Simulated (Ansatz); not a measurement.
## Worked example: CHClF2 + C2H2F → CClF2 + C2H3F

Species: CHClF2 (difluorochloromethane) `FC(F)Cl`, singlet; C2H2F `C=[C]F`, doublet; CClF2 (chlorodifluoromethyl radical) `F[C](F)Cl`, doublet; C2H3F `C=CF`, singlet. A radical takes H: the energy is the difference in strength between two C–H bonds in different surroundings.

Shapes, held fixed at every level: PBE0-D4/def2-TZVP. Programs: Ansatz 0.2.0. The zero-point and thermal change to 298 K, harmonic and unscaled (PBE0-D4/def2-TZVP), is +0.4 kJ/mol.

At B2PLYP/def2-TZVPP; 1 Eh = 2625.50 kJ/mol:

| species | energy (Eh) |
| --- | --- |
| CHClF2 | -698.440083 |
| C2H2F | -177.089680 |
| CClF2 | -697.772939 |
| C2H3F | -177.775387 |

Task: Work out ΔH(298 K) of the reaction at this level.

Result: 
1. Products less reactants: (-697.772939) + (-177.775387) − [(-698.440083) + (-177.089680)] = -0.018563 Eh = -48.7 kJ/mol.
2. With the thermal change: -48.7 + (+0.4) = -48.3 kJ/mol.

Other levels give -51.0 (SPW92/def2-TZVPP) to -32.7 kJ/mol (HF/def2-TZVPP). No measured value is set beside it here. Spin contamination: C2H2F (⟨S²⟩ up to 0.93). Open shells run unrestricted.
